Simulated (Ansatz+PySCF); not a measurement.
doublet C2H2(+): levels of theory in one basis

```xyz
4

C     0.0000    0.0000   -0.5967
C     0.0000    0.0000    0.5967
H     0.0000    0.0000    1.6763
H     0.0000    0.0000   -1.6763
```

Basis set: cc-pVTZ (spherical functions). Correlated methods keep 2 orbitals frozen. Correlation on ROHF uses semicanonical orbitals with singles. Charge 1, multiplicity 2.

Computed with Ansatz (development build ahead of 0.2.0) and PySCF 2.14.0; each method stands on the lowest determinant of its kind that the runs found.

```csv
method,E − E(ROHF) (eV),<S²> of the determinant
ROHF,0.00,0.75
UHF,-0.08,0.75
ROHF-MP2,-6.69,–
UHF-MP2,-6.68,0.75
```

Problem. What does ROHF-CCSD(T) give on the same scale?

Solution. -7.63 eV.

Caution for ROHF-MP2, UHF-MP2: MP2 on this radical cation hangs on the determinant chosen.
